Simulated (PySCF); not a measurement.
H$_{2}$O, SMILES `O`, neutral singlet in the gas phase. 

Cartesian coordinates (Å):
```xyz
3

O      0.0093     0.4085     0.0000
H     -0.7623    -0.1870     0.0000
H      0.7529    -0.2216     0.0000
```
Charge 0, multiplicity 1.

All levels are single points at this geometry (PBE-D3(BJ)/def2-SVP); Pople sets use spherical d functions. Orbital energies aren't observables, and empty levels follow the basis.

B3LYP/6-311+G** in PySCF gives dipole (D) = 2.21.

Question: Estimate the dipole (D) from each of these levels: PBE-D3(BJ)/def2-TZVP in PySCF; B3LYP/3-21G in PySCF; M06-2X/6-31G* in PySCF; HF/3-21G in PySCF; HF/6-31G* in PySCF.

Answer: 
```
level                          dipole (D)
-----------------------------  ----------
PBE-D3(BJ)/def2-TZVP in PySCF        2.07
B3LYP/3-21G in PySCF                 2.28
M06-2X/6-31G* in PySCF               2.19
HF/3-21G in PySCF                    2.47
HF/6-31G* in PySCF                   2.28
```
